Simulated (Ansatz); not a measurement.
**Isomers of C3H5NO**

4 of its isomers, all singlets with charge 0: A = acrylamide `C=CC(N)=O`; B = `C1=NCOC1`; C = 3-hydroxypropionitrile `N#CCCO`; D = `NC1(O)C=C1`.

Shapes, held fixed at every level: PBE0-D4/def2-TZVP. Flexible molecules stand in one conformer, not always the lowest. Programs: Ansatz 0.2.0.

Electronic energies in kJ/mol, without zero-point or thermal terms.

| level | kind | B − A | C − A | D − A |
| --- | --- | --- | --- | --- |
| HF/def2-SVP | Hartree–Fock | +92.1 | +44.6 | +273.1 |
| HF/def2-TZVPP | Hartree–Fock | +90.7 | +35.3 | +269.0 |
| r2SCAN-D4/def2-TZVPP | meta-GGA | +94.0 | +64.7 | +246.8 |
| BHLYP-D4/def2-TZVPP | global hybrid | +89.6 | +52.5 | +254.8 |
| B2PLYP/def2-TZVPP | double hybrid | +94.6 | +43.4 | +251.9 |
| MP2/def2-TZVPP | perturbation theory | +83.3 | +25.3 | +231.7 |
| CCSD/def2-TZVPP | coupled cluster or CI | +77.6 | +27.8 | +239.2 |
| CCSD(T)/CBS estimate | coupled cluster or CI | +83.2 | +37.3 | +233.9 |

The highest level, CCSD(T)/CBS estimate, puts A lowest of these. All levels agree on that. The B − A difference spans +77.6 to +94.6 kJ/mol over the levels. The CBS estimate extrapolates MP2 from def2-TZVPP and def2-QZVPP and adds CCSD(T) − MP2 in the triple-zeta set, cores frozen.
